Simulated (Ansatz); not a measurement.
# BFO: energy of protonation at one site, by script

Wanted for BFO: the energy of protonation at one site. SMILES: O=BF.

Program: the Python package of Ansatz 0.2.0. Level of theory: MP2/6-31G*. These are calculated values, not measurements.

## Step 1: The structure

Bond lengths: O1–B2 1.188 Å, B2–F3 1.282 Å. Angles: O1–B2–F3 179.9°.

The script holds or builds the structure itself.

## Step 2: The code

File pa_bfo.py:

```python
import ansatz as az
import numpy as np

GEOMETRY = """
O     0.97333   -0.55912    0.47519
B     0.02479   -0.01497    0.01202
F    -0.99812    0.57410   -0.48721
"""


def main() -> None:
    system = az.Crystal.molecule()
    for line in GEOMETRY.strip().splitlines():
        symbol, *xyz = line.split()
        system = system.atom(symbol, [float(v) for v in xyz])

    calculation = (
        system.calculation()
        .basis(gaussian="6-31G*")
        .correlation("mp2")
    )
    symbols = [site.symbol for site in system.cartesian_sites]
    start = np.array([site.position_ang for site in system.cartesian_sites], dtype=float)
    report = calculation.relax(force_tolerance=0.01).run(threads=1, pin="off").report
    end = np.array(report["positions_ang"])

    away = sum((end[0] - end[j]) / np.linalg.norm(end[0] - end[j]) for j in [1]) + np.array([0.15, 0.1, -0.2])
    proton = end[0] + 1.0 * away / np.linalg.norm(away)
    acid = az.Crystal.molecule()
    for symbol, place in zip(symbols, end):
        acid = acid.atom(symbol, place.tolist())
    acid = acid.atom("H", proton.tolist())
    protonated = acid.calculation()
    protonated = protonated.basis(gaussian="6-31G*").correlation("mp2")
    protonated = protonated.charge(1).relax(force_tolerance=0.01, max_steps=80)
    after = protonated.run(threads=1, pin="off").report
    xyz = np.array(after["positions_ang"])
    reach = np.linalg.norm(xyz[:-1] - xyz[-1], axis=1)
    print(f"base {report['free_energy_ev']:.5f} eV, protonated {after['free_energy_ev']:.5f} eV")
    print(f"the proton ends {reach.min():.3f} A from {symbols[reach.argmin()]}{reach.argmin()}")
    print(f"electronic proton affinity {23.060548 * (report['free_energy_ev'] - after['free_energy_ev']):.1f} kcal/mol")


if __name__ == "__main__":
    main()
```

## Step 3: Launch

Launch:

```sh
$ python pa_bfo.py
```

Log:

```text
base -5428.69218 eV, protonated -5435.68767 eV
the proton ends 0.978 A from O0
electronic proton affinity 161.3 kcal/mol
```

Run time: 6.1 s. Hardware: 1 thread of Arm Neoverse V2, shared host; peak memory 0.19 GiB.

## Step 4: What the script built

Run 2 starts from these 4 atoms:

```xyz
4

O     0.996   -0.573    0.486
B     0.020   -0.012    0.010
F    -1.016    0.584   -0.496
H     1.915   -0.920    0.670
```

Lines on the test bed's own set-up are left out of the output.

## Step 5: What each run gave

From the records of these 2 runs:

| run | system | energy (eV) | SCF cycles in all | CPU time (s) |
| --- | --- | --- | --- | --- |
| 1 | BFO | -5428.6922 | 61 | 1.7 |
| 2 | BFHO, charge +1 | -5435.6877 | 89 | 4 |

Totals carry meaning only in balanced differences at one level of theory.

## Step 6: How the relaxation of run 1 went

Step by step:

```csv
step,E - E(step 1) (eV),largest force component (eV/Å)
1,0.0000,2.6744
2,-0.0625,0.2775
3,-0.0639,0.0322
4,-0.0639,0.0052
```

Step 1 is the start.

Before: Bond lengths: O1–B2 1.188 Å, B2–F3 1.282 Å. Angles: O1–B2–F3 179.9°.

After: Bond lengths: O1–B2 1.222 Å, B2–F3 1.298 Å. Angles: O1–B2–F3 180.0°.

## Step 7: The relaxation of run 2, step by step

Step by step:

```csv
step,energy from step 1 (eV),largest force component (eV/Å)
1,0.0000,2.4829
2,-0.0682,0.6967
3,-0.0761,0.1586
4,-0.0778,0.0924
5,-0.0786,0.1399
6,-0.0815,0.0828
7,-0.0821,0.0040
```

Step 1 is the start.

Before: Bond lengths: O1–B2 1.222 Å, B2–F3 1.298 Å, O1–H4 1.000 Å. Angles: O1–B2–F3 180.0°, B2–O1–H4 164.9°.

After: Bond lengths: O1–B2 1.243 Å, B2–F3 1.252 Å, O1–H4 0.978 Å. Angles: O1–B2–F3 175.0°, B2–O1–H4 148.3°.

## Step 8: Outcome

| quantity | value |
| --- | --- |
| electronic proton affinity | 161.3 kcal/mol |
| runs compared | 2 |
| moves of the relaxation of run 1 | 3 |
| energy gained in run 1 | 0.064 eV |
| last largest force component of run 1 | 0.0052 eV/Å |
| moves of the relaxation of run 2 | 6 |
| energy gained in run 2 | 0.082 eV |
| last largest force component of run 2 | 0.0040 eV/Å |

What this shows: Run 1: After 3 moves the largest shift is 0.029 Å, of atom 1 (O). Run 2: The relaxation took 6 moves; the largest shift is 0.107 Å, of atom 1 (O). The proton is put on one chosen atom, which needn't be the most basic site, so the molecule's proton affinity can be higher; the ends are stationary points, not checked by frequencies, and zero-point and thermal terms count only where printed.
